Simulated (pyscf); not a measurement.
Structures and frequencies: ωB97X-D3(BJ)/def2-SVP in PySCF.

Q: How much does it cost (ΔH, 298 K, ωB97M-D3(BJ)/def2-TZVP) to split `[O]=[Zr]([OH])[OH]` at its O–Zr bond into [O=Zr–OH]• + OH•?

A: O–Zr to [O=Zr–OH]• + OH•: 5.30 eV. The 7 functionals that were run give +5.07 (PBE0-D3(BJ)) to +5.41 eV (ωB97X-D3(BJ)). The radicals are drawn with the spin at the cut bond; how far it spreads was not checked. Other isomers of [O=Zr–OH]• were not searched in full and may lie lower. Left out: the spin-orbit lowering of OH. Open-shell species with a d-block atom are single-reference here; other states, and whether the spin sits on metal or ligand, were not checked. Elements past Kr carry the def2 core potentials, without spin-orbit coupling.
